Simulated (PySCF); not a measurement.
phosphine (H₃P), SMILES P. Coordinates come from a PBE0-D3(BJ)/def2-TZVPD optimisation.

TDA-PBE/def2-TZVPD (PySCF) puts the lowest singlet excitations at 6.49, 7.13, 7.13, 8.97, 8.97, 9.13 eV and the lowest triplet (TDA) at 5.71 eV.

Q: What are the lowest singlet roots from EOM-CCSD/aug-cc-pVDZ (PySCF)? (The exact figures need the calculation; the answer reports its results.)

A: 6.81, 7.45, 7.45, 8.32, 8.32, 8.81 eV; triplets 6.11, 6.11, 6.56 eV. S1 differs by 0.32 eV (second minus first; roots are paired by order, and the bases may differ).
